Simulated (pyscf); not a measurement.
Elementary routes open to HO–SiH(OH)–F + hydrogen (H₂) in the gas phase (singlet surface):
A. HO–SiH₂–OH + hydrogen fluoride (HF) (F–Si, H–H broken; H–Si, F–H formed)
B. HO–SiH₂–F + water (H₂O) (O–Si, H–H broken; H–Si, H–O formed)

Structures and frequencies: ωB97X-D3(BJ)/def2-SVP in PySCF.

**Question.** Rank the routes by free-energy barrier at 298 K, lowest first, for ωB97M-D3(BJ)/def2-TZVP energies (ideal gas, 1 atm, RRHO with modes under 100 cm⁻¹ raised to 100, one conformer, R ln 2 for chiral ones without a mode under 150 cm⁻¹).

**Answer.** B (63.7 kcal/mol), A (69.2 kcal/mol)

Route B is the fastest of these, ahead of the next by 5.5 kcal/mol. The most stable products are those of B (ΔG = +26.2 kcal/mol), so kinetics and thermodynamics agree. At 1200 K B is still the fastest. B: On the product side the descent ends in a complex (not fully relaxed), 4.2 kcal/mol under the separated species and 32.5 kcal/mol under the saddle at ωB97X-D3(BJ)/def2-TZVP. Only these routes are compared; each barrier is that of the saddle found, and lower ones may exist.
